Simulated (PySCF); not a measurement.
Task: Write Cartesian coordinates for InChI=1S/C3H2OS/c4-2-1-3(2)5/h1,5H as optimised with PBE0-D3(BJ)/def2-SVP.

Result: 
```
atom  x, y, z in Å
O1    -0.9992    1.9280    0.4184
C2    -0.6939    0.7746    0.3164
C3    -0.8980   -0.6135    0.4990
C4     0.2469   -0.2399   -0.1229
S5     1.6852   -0.8166   -0.8438
H6    -1.4802   -1.4657    0.8535
H7     2.1701    0.4037   -1.1655
```

Orientation and origin are arbitrary. Atoms count from 1 in this order. The C–C distances run from 1.355 Å (C3–C4, drawn aromatic) to 1.452 Å (C2–C4, drawn aromatic), a spread of 0.097 Å. The 5 heavy atoms lie in one plane (0.001 Å rms). The 3-membered ring C2–C3–C4 has internal angles of 56.4° to 63.2°.

Bonds between heavy atoms (Å): O1=C2 1.197, C2–C3 1.415, C3–C4 1.355, C4–S5 1.709, C2–C4 1.452.

Method: PBE0-D3(BJ)/def2-SVP geometry optimisation, gas phase in PySCF 2.14.0.

Point group: Cs (every atom within 0.08 Å of its image). No PBE0-D3(BJ)/def2-SVP frequencies stand behind this structure, so it isn't proved a minimum. One conformer, not necessarily the lowest (C3–C4–S5–H 180°).

The run took 24 s on one thread, AMD EPYC 7R43 (x86_64), shared host with 256 logical CPUs at a one-minute load of 169, and the process peaked at 0.36 GiB of memory. These figures are those of the optimisation.
